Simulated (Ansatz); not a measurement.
Si₃. The state is a singlet with charge 0. Geometry PBE-D4/def2-TZVP; atoms count from 1.

| atom | x (Å) | y (Å) | z (Å) |
| --- | --- | --- | --- |
| Si1 | -0.909 | -0.520 | -0.344 |
| Si2 | 0.480 | 1.021 | -1.044 |
| Si3 | 0.429 | -0.501 | 1.388 |

At PBE0-D4/def2-TZVP a triplet of charge 0 lies 0.21 eV below the restricted singlet, each at its own geometry. The structure comes from a short search, and lower isomers may exist.

(1) Estimate the Mulliken populations from the PBE0/def2-TZVP orbitals of Ansatz.

(2) And the Mayer bond orders between heavy atoms (over 0.3)?

Results:

(1) 
```json
{"atom": "Si1", "charge (e)": "-0.07"}
{"atom": "Si2", "charge (e)": "0.04"}
{"atom": "Si3", "charge (e)": "0.04"}
```
Mulliken values depend strongly on the basis.

(2) Si1–Si2 1.70 (2.19 Å); Si1–Si3 1.70 (2.19 Å); Si2–Si3 0.86 (2.87 Å).
